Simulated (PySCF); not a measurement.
Splitting trees

Molfile (atoms numbered from 1):
```
C4H8O2
     RDKit          3D

 14 13  0  0  0  0  0  0  0  0999 V2000
   -1.0626   -0.8473    0.4370 C   0  0  0  0  0  0  0  0  0  0  0  0
   -0.1718    0.2623   -0.0850 C   0  0  0  0  0  0  0  0  0  0  0  0
   -0.3650    0.5592   -1.5546 C   0  0  0  0  0  0  0  0  0  0  0  0
    1.2114   -0.1167    0.0735 O   0  0  0  0  0  0  0  0  0  0  0  0
    1.7736    0.0991    1.2566 C   0  0  0  0  0  0  0  0  0  0  0  0
    1.2436    0.5843    2.2159 O   0  0  0  0  0  0  0  0  0  0  0  0
   -2.1210   -0.5799    0.3003 H   0  0  0  0  0  0  0  0  0  0  0  0
   -0.8889   -1.0118    1.5095 H   0  0  0  0  0  0  0  0  0  0  0  0
   -0.8693   -1.7854   -0.1058 H   0  0  0  0  0  0  0  0  0  0  0  0
   -0.3331    1.1703    0.5179 H   0  0  0  0  0  0  0  0  0  0  0  0
    0.3124    1.3607   -1.8825 H   0  0  0  0  0  0  0  0  0  0  0  0
   -0.1612   -0.3358   -2.1619 H   0  0  0  0  0  0  0  0  0  0  0  0
   -1.3997    0.8794   -1.7447 H   0  0  0  0  0  0  0  0  0  0  0  0
    2.8314   -0.2384    1.2238 H   0  0  0  0  0  0  0  0  0  0  0  0
  1  2  1  0
  2  3  1  0
  2  4  1  0
  4  5  1  0
  5  6  2  0
  1  7  1  0
  1  8  1  0
  1  9  1  0
  2 10  1  0
  3 11  1  0
  3 12  1  0
  3 13  1  0
  5 14  1  0
M  END
```

Method: GIAO PBE0/pcSseg-1 shieldings, structure optimised with PBE0-D3(BJ)/def2-SVP, J: B3LYP/pcJ-1 (without the spin–dipole term), in PySCF (equivalent nuclei averaged, no solvent, one conformer, non-relativistic Hamiltonian).

Scale: 1H vs TMS (reference shieldings calculated alike).

Spectrometer: 400 MHz for 1H. First-order analysis; couplings under 1 Hz (under 4 Hz in carbon signals) are ignored, and nearly equal couplings are merged; the smaller ones broaden or split the lines further.

(1) What pattern does H10 show (1H)?

(2) What pattern does H7/H8/H9/H11/H12/H13 show (1H)?

(3) What pattern does H14 show (1H)?

Answers

(1) A septet of doublets at δ 4.87: 7.1 Hz to H7/H8/H9/H11/H12/H13 (6 × 1H, 3 bonds away), 1.5 Hz to H14 (1 × 1H, 4 bonds away). Lines in Hz from the centre (relative intensity): +22.1 (1), +20.6 (1), +14.9 (6), +13.4 (6), +7.8 (15), +6.3 (15), +0.8 (20), -0.8 (20), -6.3 (15), -7.8 (15), -13.4 (6), -14.9 (6), -20.6 (1), -22.1 (1). The outer lines are 44.1 Hz apart, the sum of the couplings kept, or 0.110 ppm at this field.

(2) A doublet at δ 1.24: 7.1 Hz to H10 (1 × 1H, 3 bonds away). Lines in Hz from the centre (relative intensity): +3.5 (1), -3.5 (1). The outer lines are 7.1 Hz apart, the sum of the couplings kept, or 0.018 ppm at this field.

(3) A doublet at δ 7.83: 1.5 Hz to H10 (1 × 1H, 4 bonds away). Lines in Hz from the centre (relative intensity): +0.8 (1), -0.8 (1). The outer lines are 1.5 Hz apart, the sum of the couplings kept, or 0.004 ppm at this field.

Unscaled 3J(H,H) at this level run about 10 % above measured values.
